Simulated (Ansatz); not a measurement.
The cluster Mg3. The state is a triplet with charge 0. Geometry r2SCAN/def2-TZVPD, that of the charge -1 doublet; atoms count from 1.

```xyz
3

Mg    1.526    0.407    0.752
Mg   -0.077   -1.288   -1.181
Mg   -1.449    0.881    0.429
```

At PBE0/def2-TZVPD a singlet of charge 0 lies 1.29 eV below the triplet at the same geometry. The structure comes from a short search, and lower isomers may exist.

Q: Estimate the Mulliken populations from the PBE0/def2-TZVPD orbitals of Ansatz.

A: 
```
atom  charge (e)  spin (α − β)
 Mg1        0.01          0.88
 Mg2       -0.02          0.25
 Mg3        0.01          0.88
```
Mulliken values and Mayer orders depend strongly on the basis. With diffuse functions, as here, like atoms can get unlike values, and bond orders can come out too low or too high.

Q: Where does the spin sit?

A: Summed by element: Mg 2.00, of 2 unpaired in all. Largest on single atoms: Mg3 0.88, Mg1 0.88, Mg2 0.25.

Q: And the Mayer bond orders between bonded heavy atoms (over 0.3)?

A: Mg1–Mg2 0.73 (3.03 Å); Mg1–Mg3 1.04 (3.03 Å); Mg2–Mg3 0.73 (3.03 Å).
